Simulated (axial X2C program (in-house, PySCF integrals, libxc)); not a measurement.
# Testing model relations on BH

A bond curve at the CCSD(T) level, 2c, was computed with an axial X2C code built on PySCF integrals (basis B dyall-v3z [7s6p2d1f], H dyall-v3z [6s2p1d] (cores contracted in-house)) for the state Ω = 0 (closed shell). Its fit gives Re = 1.2364 Å, ωe = 2348.3 cm⁻¹, ωexe = 48.5 cm⁻¹ and αe = 4.138e-01 cm⁻¹; the masses are 11.0093 and 1.0078 u. Two-component means X2C with spin–orbit coupling and atomic mean-field Coulomb and Gaunt terms.

Correlated methods: 4 electrons correlated (number of frozen shells: B 1 s; H none), 108 virtual spin orbitals or spinors in MP2, 64 natural virtuals in coupled cluster.

Problem. Find the reduced mass, Be and the force constant.

Solution. From the CCSD(T) values: μ = 0.9233 u. Be = 16.8576/(μ Re²) = 11.94 cm⁻¹. k = 5.8918×10⁻⁷ μ ωe² = 3 mdyn/Å.

Problem. Estimate De from a Morse curve and compare with the computed well depth of 3.623 eV to B + H.

Solution. De(Morse) = ωe²/(4ωexe) = 3.524 eV against 3.623 eV computed, a ratio of 0.97. For De the Morse form works well here.

Problem. A Morse curve ties αe to the other constants (Pekeris). How well does that hold?

Solution. αe(Morse) = 6Be²/ωe × (√(ωexe/Be) − 1) = 3.700e-01 cm⁻¹; the CCSD(T) curve gives 4.138e-01 cm⁻¹, a ratio of 0.89.

Problem. Give B0, the J = 1←0 line in GHz and the most populated J at 300 K (kT = 208.5 cm⁻¹).

Solution. B0 = Be − αe/2 = 11.74 cm⁻¹; 2B0 = 703.7 GHz; J(max) ≈ √(kT/2B0) − 1/2 = 2.5, so J = 2.

Problem. Estimate the centrifugal constant by the Kratzer relation.

Solution. D = 4Be³/ωe² = 1.24e-03 cm⁻¹.

The state is one determinant whose occupation by symmetry is held fixed; it was picked as the lowest of a PBE0 search that is not exhaustive. De is counted from the lowest determinant-based energies of the atoms at the same level, without counterpoise correction. CCSD and (T) use frozen natural virtuals with an MP2 correction for the truncation; (T) itself is uncorrected, so its De runs slightly low.
